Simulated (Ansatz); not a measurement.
`[AlH2][CH2]Cl` from Hartree–Fock to CCSD(T)

```
atom   x (Å)   y (Å)   z (Å)
 Al1   0.881  -0.674  -0.166
  C2  -0.641   0.497   0.270
 Cl3  -1.485   1.069  -1.204
  H4   1.216  -1.039  -1.667
  H5   1.742  -1.229   1.048
  H6  -0.329   1.384   0.828
  H7  -1.384  -0.009   0.891
```

Charge 0, multiplicity 1. All single points use the PBE0-D4/def2-TZVP geometry. Frozen core, restricted reference, the Gaussian-basis code of Ansatz. CBS rows extrapolate triple and quadruple zeta; past MP2 they add the triple-zeta difference.

```
     basis     HF (Eh)  MP2 corr.  CCSD corr.       (T)  CCSD(T) total
  def2-SVP  -741.34013   -0.34148           ?  -0.00912              ?
def2-TZVPP           ?   -0.44656           ?         ?              ?
def2-QZVPP  -741.65133   -0.48368           –         –              –
 CBS(def2)  -741.65437   -0.51118    -0.55443     as TZ     -742.22755
```

(1) Fill in the withheld values. (An estimate is asked.)

Answers

(1) Computed: def2-SVP CCSD corr.: -0.38339; def2-SVP CCSD(T) total: -741.73264; def2-TZVPP HF (Eh): -741.62925; def2-TZVPP CCSD corr.: -0.48981; def2-TZVPP (T): -0.01875; def2-TZVPP CCSD(T) total: -742.13781.
